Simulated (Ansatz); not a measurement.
Geometry optimisation, RKS PBE-D4/STO-3G (Ansatz).

input.yaml

```yaml
crystal:
  periodic: [false, false, false]
  atoms:
    - { symbol: C, position_ang: [-1.8291, -0.213, 0.2761] }
    - { symbol: C, position_ang: [-0.6226, -0.3862, -0.1522] }
    - { symbol: C, position_ang: [-0.3353, -0.8208, -1.5663] }
    - { symbol: S, position_ang: [-1.2729, -0.9909, -2.8572] }
    - { symbol: C, position_ang: [0.566, -0.2481, 0.756] }
    - { symbol: C, position_ang: [1.3652, 1.0388, 0.4923] }
    - { symbol: H, position_ang: [-2.0601, 0.1389, 1.2894] }
    - { symbol: H, position_ang: [-2.703, -0.2646, -0.3899] }
    - { symbol: H, position_ang: [-1.02529, 0.51943, -0.60583] }
    - { symbol: H, position_ang: [1.2166, -1.1178, 0.7035] }
    - { symbol: H, position_ang: [0.2211, -0.2213, 1.8401] }
    - { symbol: H, position_ang: [2.2214, 1.1091, 1.2121] }
    - { symbol: H, position_ang: [0.6956, 1.9446, 0.5918] }
    - { symbol: H, position_ang: [1.7519, 1.0324, -0.5033] }
basis:
  gaussian: { orbitals: STO-3G }
hamiltonian:
  xc: pbe
  dispersion: d4
relax:
  f_tol: 0.02
  max_steps: 50
```

Command:

```bash
$ ansatz run input.yaml --threads 1 --pin off --max-ram 2048MiB --backend cpu --events-out ev --progress --plain --runs-dir out
```

**Question.** Where does it end, and by what steps?

**Answer.** The run converged. Limits of this set-up: minimal basis. After 37 steps the energy has fallen by 6.557 eV; H7 moved furthest, 1.78 Å. The start is strongly strained (largest force component 13 eV/Å). Joined: C1–C3.

```csv
step,energy less start (eV),largest force component (eV/Å),accepted
0,0.0000,13.422,yes
2,-3.1643,1.809,yes
4,-3.8886,1.147,yes
6,-4.1262,1.208,yes
8,-4.1594,0.896,no
10,-4.2303,0.303,yes
12,-4.2472,0.442,yes
14,-4.2983,0.781,yes
16,-4.3429,0.369,yes
18,-4.3577,0.100,yes
20,-4.3599,0.063,yes
22,-4.1312,3.525,no
24,-4.3625,0.143,yes
26,-4.3646,0.187,yes
28,-4.3936,0.468,yes
30,-5.5963,2.790,yes
32,-6.2344,3.148,yes
34,-6.5512,0.202,yes
36,-6.5572,0.037,yes
37,-6.5574,0.018,yes
```

```xyz
14
Properties=species:S:1:pos:R:3
C -1.998 -0.666 -0.047
C -0.827 0.368 -0.060
C -1.032 -0.596 -1.211
S -0.539 -1.177 -2.624
C 0.375 0.200 0.901
C 1.659 0.877 0.339
H -1.924 -1.518 0.652
H -3.027 -0.286 -0.171
H -1.117 1.422 -0.233
H 0.565 -0.882 1.060
H 0.121 0.641 1.889
H 2.505 0.746 1.038
H 1.494 1.960 0.190
H 1.934 0.431 -0.635
```

Time of the run: 2.1 min on 1 thread of Arm Neoverse V1 (shared host), peak memory 0.11 GiB.
